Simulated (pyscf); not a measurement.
HO–SiH₂–F (SMILES O[SiH2]F) + H₂O (SMILES O) → HO–SiH(OH)–F (SMILES O[SiH](O)F) + H₂ (SMILES [H][H]) (four-centre exchange; singlet surface; H–Si, H–O broken, O–Si, H–H formed). PySCF, gas phase, ωB97X-D3(BJ)/def2-SVP geometries. Energies in eV from the separated reactants.

| level | barrier | reaction energy |
|---|---|---|
| ωB97X-D3(BJ)/def2-TZVP | 1.23 | -1.09 |
| PBE/def2-TZVP | 1.02 | -1.03 |
| B3LYP-D3(BJ)/def2-TZVP | 1.24 | -1.09 |
| PBE0-D3(BJ)/def2-TZVP | 1.10 | -1.04 |
| ωB97M-D3(BJ)/def2-TZVP | 1.20 | -1.09 |
| HF/def2-TZVP | 2.01 | -1.03 |

The functionals in the table span 0.22 eV in this barrier, from PBE to B3LYP-D3(BJ). On the reactant side the descent ends in a complex (not fully relaxed), 0.18 eV under the separated species and 1.41 eV under the saddle at ωB97X-D3(BJ)/def2-TZVP. The same reactants have a lower exit, to HO–SiH₂–F + H₂O (barrier +0.85 eV at ωB97M-D3(BJ)/def2-TZVP, against +1.20 eV here). This is the saddle that the search found; another between the same sides may lie lower.
